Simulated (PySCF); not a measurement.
# Dipole moment and polarisability of cyclopropyl isocyanate

Species: cyclopropyl isocyanate, C4H5NO.
Structure used (PBE0-D3(BJ)/def2-SVP), in Å, numbered top down from 1:
```
atom  x, y, z in Å
O1     3.1061   -0.6281   -0.5228
C2     2.1400   -0.3359    0.0746
N3     1.2156   -0.0356    0.7706
C4    -0.1468    0.2770    0.8781
C5    -0.8497    1.0354   -0.2118
C6    -1.1675   -0.4136    0.0188
H7    -0.4402    0.5038    1.9066
H8    -1.5805    1.7933    0.0813
H9    -0.2603    1.2921   -1.0957
H10   -0.7950   -1.1386   -0.7094
H11   -2.1233   -0.6812    0.4762
```

Level: wB97X-D/def2-SVPD (PySCF), static field, nuclei fixed, core orbitals frozen in the response. The polarisability tensor in these axes (au):

```
x   70.42 -6.25 -6.97
y   -6.25 47.37  1.74
z   -6.97  1.74 47.78
```

Question: What are the eigenvalues, a third of the trace, and Δα (Δα² = ½Σ(αi − αj)² over the three pairs)?

Answer: Principal values 45.77, 45.83 and 73.97 au; mean 55.19 au = 8.18 Å³ = 9.10 × 10⁻⁴⁰ C²·m²/J; Δα = 28.17 au (51 % of the mean).

Question: What is the dipole moment, and where does it point?

Answer: (-3.11, 0.75, 0.53) D, 3.24 D in size, pointing from the negative to the positive side. Measured along this direction, the outermost atoms are O1 at the negative end and H11 and H8 at the positive end.

Question: What would n − 1 = 2πNα be for an ideal gas of these molecules at 400 K and 1 atm, electronic part alone?

Answer: N = p/kT = 1.8347 × 10¹⁹ cm⁻³, so n − 1 = 2π × N × 8.18 × 10⁻²⁴ cm³ = 943 × 10⁻⁶ at long wavelengths, for an ideal gas.

Question: In TDDFT the mean static polarisability is Σ f/ω² over all singlet excitations (ω in hartree). How much of it do the 6 lowest give? Their energies (eV) and oscillator strengths: 6.31, 0.0006; 7.22, 0.0134; 7.41, 0.0019; 7.92, 0.0017; 7.98, 0.0309; 8.07, 0.0000.

Answer: They add up to 0.61 au, 1.1 % of the 55.19 au; the largest single term is 0.36 au, from the state at 7.98 eV. Terms in order: 0.01, 0.19, 0.03, 0.02, 0.36, 0.00 au. Higher excitations give the rest. The strengths listed sum to 0.049.

Question: Find the Langevin capture rate constant for H3O+ (19.018 u) meeting this molecule (83.037 u), k = 2.342 × 10⁻⁹ cm³/s × √(α in Å³ / reduced mass in u).

Answer: The reduced mass is 15.47 u, so k = 1.70 × 10⁻⁹ cm³/s. The formula leaves out the permanent dipole, which adds to the capture rate.

Question: What are the principal values of the traceless quadrupole moment, Θ = ½Σq(3rr − r²1), about the centre of nuclear charge?

Answer: -5.10, 2.39, 2.72 D·Å. The values depend on the origin, since the dipole doesn't vanish. The electronic extent ⟨r²⟩ about the same centre is 625 bohr², a root-mean-square distance of 1.99 Å for the 44 electrons.

Geometry: PBE0-D3(BJ)/def2-SVP, one conformer, isolated molecule.
